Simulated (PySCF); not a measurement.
A species of formula C4H4FN has this rotational fingerprint, computed with PBE0/def2-SVPD in PySCF (dipole) on a GFN2-xTB geometry, gas phase:

| Quantity | Value |
| --- | --- |
| Rotational constants | A = 8909, B = 2211, C = 1791 MHz |
| Dipole components | \|μa\| = 3.06 D, \|μb\| = 0.36 D, \|μc\| = 0.00 D |
| Inertial defect | -3.12 u·Å² |
| κ | -0.88 |

Problem. Which structure is it? (One computed conformer of each.)
A. `C/C(F)=C\C#N`
B. `FC1=CNC=C1`

Solution. A. It is C/C(F)=C\C#N, an asymmetric top, point group Cs. The candidates at the same level (rigid rotor, commonest isotopes):

| SMILES | A (MHz) | B (MHz) | C (MHz) | μa (D) | μb (D) | μc (D) | Δ (u·Å²) | point group | rotor |
| --- | --- | --- | --- | --- | --- | --- | --- | --- | --- |
| Fc1cc[nH]c1 | 9183 | 3457 | 2511 | 3.16 | 1.00 | 0.00 | 0.00 | Cs | asymmetric top |
| C/C(F)=C\C#N | 8909 | 2211 | 1791 | 3.06 | 0.36 | 0.00 | -3.12 | Cs | asymmetric top |

`Fc1cc[nH]c1` has B 56 % too high. In the right answer the mirror of this Cs structure is the ab plane, so μc vanishes by symmetry. No structure here is proved a minimum.
